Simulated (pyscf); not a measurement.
Routes from H₃C–In [singlet] + HCl

Candidate steps break at most two bonds and form at most two. Each was searched with GFN2-xTB (tblite) first. Optimised with ωB97X-D3(BJ)/def2-SVP in PySCF. MP2 and CC: frozen core, UHF for open shells. ΔMP2 is the change of the MP2 total energy from the triple- to the quadruple-zeta basis. Energies: CCSD(T)/def2-TZVPP + ΔMP2(QZVPP), kJ/mol, from the separated reactants, singlet surface; ΔG‡ with ideal gas, 1 atm, RRHO with modes under 100 cm⁻¹ raised to 100, one conformer, R ln 2 for chiral ones without a mode under 150 cm⁻¹.

| products | type | ΔE‡ | ΔE | ΔG‡ 298 K | ΔG‡ 900 K | ν‡ (cm⁻¹) |
|---|---|---|---|---|---|---|
| Cl–In [singlet] + CH₄ | four-centre exchange | -6.7 | -227.2 | 28.3 | 101.6 | 249i |
| H₃C–InH–Cl | insertion | 61.6 | -124.8 | 93.0 | 162.9 | 1142i |

Row 1: On the reactant side the descent ends in a complex, 19.8 kJ/mol under the separated species and 4.1 kJ/mol under the saddle at ωB97X-D3(BJ)/def2-TZVP. Row 2: On the reactant side the descent ends in a complex, 19.3 kJ/mol under the separated species and 74.8 kJ/mol under the saddle at ωB97X-D3(BJ)/def2-TZVP. 

Plain bond fissions and candidates not yet searched are not listed, and one of them may be faster. Each barrier is that of the saddle found; lower ones may exist. The CCSD(T) − MP2 part came from Ansatz, without density fitting, on the same reference. The frozen core leaves the outer d or s,p core shells of the metals and heavy elements correlated in the MP2 and CC values, and def2-TZVPP describes them poorly, which can shift differences by a few kcal/mol. Elements past Kr carry the def2 core potentials, without spin-orbit coupling.
